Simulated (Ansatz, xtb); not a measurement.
## Relative energy of two isomers of BH2PS

Structure I: `B1PS1`, a singlet. Structure II: `PB=S`, a singlet. Both are isolated molecules in the gas phase, relaxed with B3LYP-D4/def2-TZVP; the shapes shown needn't be the lowest conformers.

I (Å):

```xyz
5

B     0.3942   -0.1582   -0.3523
P    -0.7338    1.2495    0.2584
S     1.0464    1.2978   -1.0500
H     0.6157   -1.3147   -0.3488
H    -0.0769    1.4361    1.5126
```

II (Å):

```tsv
atom	x (Å)	y (Å)	z (Å)
B	0.0733	-0.2195	0.9758
P	1.3548	-0.4642	2.3337
S	-0.9342	-0.0719	-0.2689
H	0.4277	-0.9795	3.2754
H	1.2757	0.8701	2.8084
```

Energies in hartree; the thermal terms are from B3LYP-D4/def2-TZVP harmonic frequencies (ideal gas, rigid rotor, one conformer each, 298.15 K, 1 atm) and include the zero-point energy:

|  | I | II |
| --- | --- | --- |
| E, CCSD(T)/def2-TZVPP | −764.629697 | −764.645189 |
| zero-point energy | 0.022913 | 0.022039 |
| H(298 K) − E | 0.027568 | 0.027268 |
| G(298 K) − E | −0.003428 | −0.004657 |

Problem. Work out ΔE, ΔE₀, ΔH and ΔG for I → II in kcal/mol (1 Eh = 627.51 kcal/mol) and the equilibrium ratio [II]/[I].

Solution. 1. ΔE = −764.645189 − (−764.629697) = −0.015492 Eh = −9.72 kcal/mol.
2. ΔE₀ = ΔE + ΔZPE = −0.015492 + (−0.000874) Eh = −10.27 kcal/mol.
3. ΔH = ΔE + (−0.000300) Eh = −9.91 kcal/mol.
4. ΔG = ΔE + (−0.001229) Eh = −10.49 kcal/mol, so ΔS = (ΔH − ΔG)/T = +8.2 J/(mol K).
5. kT = 0.9442 mEh, so K = [II]/[I] = exp(−ΔG/kT) = exp(+17.71) ≈ 4.9 × 10^7.

Structure II is favoured at this temperature. An error of 1 kcal/mol in ΔG would change K by a factor of 5.4. GFN2-xTB gave ΔE the other sign. Mirror images and further conformers aren't counted.

As drawn, II has 1 B=S, 1 P–H in place of 1 P–S, 1 B–S, 1 B–H. Structure I has a 3-membered ring, II no ring.

Other levels gave ΔE = +6.8 (GFN2-xTB); −11.3 (HF/STO-3G, GFN2-xTB geometries); −10.4 (r2SCAN-D4/def2-SVP, GFN2-xTB geometries); −9.2 (B3LYP-D4/def2-TZVP); −12.4 (HF/def2-TZVPP); −8.9 (MP2/def2-TZVPP) kcal/mol. The correlated steps freeze 11 core orbitals. Programs: Ansatz 0.2.0, xtb 6.7.1.
